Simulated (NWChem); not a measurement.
Lowest excitation of formic acid (CH2O2)

SMILES: OC=O
```xyz
5

O      0.7441     0.8276     0.0000
C      0.1773    -0.3776     0.0000
O     -1.0006    -0.5842     0.0000
H      0.0245     1.4806     0.0000
H      0.9640    -1.1615     0.0000
```
Charge 0, spin multiplicity 1.

The numbers come from NWChem runs, not from measurements. All single points use one geometry, from PBE0/def2-SVP, a minimum by its harmonic frequencies. It is one conformer; others weren't searched.

Basis set: def2-SVPD.

The correlated methods keep 3 core orbitals frozen. B3LYP has NWChem's definition, with VWN1-RPA local correlation. Coupled-cluster values serve here as a point of comparison, not as the truth.

Q: Order these methods by the lowest vertical singlet excitation energy they give, lowest first: TD-B3LYP, TD-PBE, CIS, EOM-CCSD.

A: TD-PBE (5.71 eV), TD-B3LYP (5.84 eV), EOM-CCSD (6.01 eV), CIS (6.75 eV)
